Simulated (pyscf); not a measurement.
PySCF, gas phase, ωB97X-D3(BJ)/def2-SVP geometries.

PBE/def2-TZVP puts the barrier of SnH₂ [singlet] + H₂S → HS–SnH: [singlet] + hydrogen (H₂) (four-centre exchange; singlet surface; H–Sn, H–S broken, S–Sn, H–H formed) at -7.9 kcal/mol and the reaction energy at -25.8 kcal/mol, from the separated reactants. What do B3LYP-D3(BJ)/def2-TZVP, M06-2X/def2-TZVP, ωB97M-D3(BJ)/def2-TZVP give on the same structures?

B3LYP-D3(BJ): ΔE‡ = -2.5 kcal/mol, ΔE = -25.3 kcal/mol; M06-2X: ΔE‡ = -0.4 kcal/mol, ΔE = -26.1 kcal/mol; ωB97M-D3(BJ): ΔE‡ = 1.9 kcal/mol, ΔE = -22.0 kcal/mol. PBE's barrier lies under all of them, by 5.3 to 9.8 kcal/mol. Its reaction energy lies among theirs. Low barriers are usual for a GGA, whose delocalisation error favours stretched bonds. On the reactant side the descent ends in an adduct with a S–Sn contact, 16.5 kcal/mol under the separated species and 14.0 kcal/mol under the saddle at ωB97X-D3(BJ)/def2-TZVP. At PBE, B3LYP-D3(BJ), M06-2X the saddle lies under the separated reactants, which points to a path from their complex (located at ωB97X-D3(BJ) alone). What is counted as formed (S–Sn) is already present as a longer contact in the reactant adduct; forming that adduct is a step of its own. At ωB97X-D3(BJ)/def2-TZVP the barrier from the zero used here is -2.5 kcal/mol. This is the saddle that the search found; another between the same sides may lie lower. Elements past Kr carry the def2 core potentials, without spin-orbit coupling.
